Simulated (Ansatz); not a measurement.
Reaction (SMILES): C=CC [prop-1-ene] + C (CH4) -> C=C (C2H4) [ethene] + CC (C2H6) [ethane]

Wanted: bond separation energy (enthalpy at 298 K), in kcal/mol. Terms: 6-311+G** with 5d; 6-31G* and kin with 6d, 5d where marked; frozen cores in correlated levels; non-relativistic; spin-orbit terms left out; no dispersion term unless named; LANL2DZ all-electron up to Ne. CBS marks a two-point X^-3 extrapolation of the correlation energy; Hartree-Fock from the larger set. The bracket is a focal-point correction in the basis named. First-principles rows: single points at B3LYP-D3(BJ) geometries (Ansatz, an electronic-structure program), with unscaled harmonic terms from B3LYP/6-31G* (Ansatz) at its own minima.

Measured values: Active Thermochemical Tables 1.112 (ions: stationary electron), as tabulated in the package chemicals; they hold spin-orbit and core effects, anharmonicity. 

Value to compare with, the measured value: 5.5 kcal/mol.

```csv
level,program,bond separation energy (enthalpy at 298 K) (kcal/mol),error
PBE/STO-3G,Ansatz,5.5,0.0
PBE/3-21G,Ansatz,5.4,-0.1
PBE/LANL2DZ,Ansatz,6.4,0.9
PBE/6-31G*,Ansatz,6.0,0.5
PBE/def2-SVP,Ansatz,5.9,0.4
PBE/6-311+G**,Ansatz,5.7,0.2
PBE/def2-TZVPD,Ansatz,5.8,0.3
"RI-MP2/CBS(cc-pVTZ,cc-pVQZ)+[CCSD(T)-MP2]/cc-pVTZ",Ansatz,5.2,-0.3
```

4 of the 6 habitual levels lie above the measured value; their mean absolute error is 0.4 kcal/mol, the median 0.3.

The sets are all those run for this method; left out are runs that failed, that the program found above a lower state of the same kind, or whose <S^2> lies over 0.5 above the pure value.
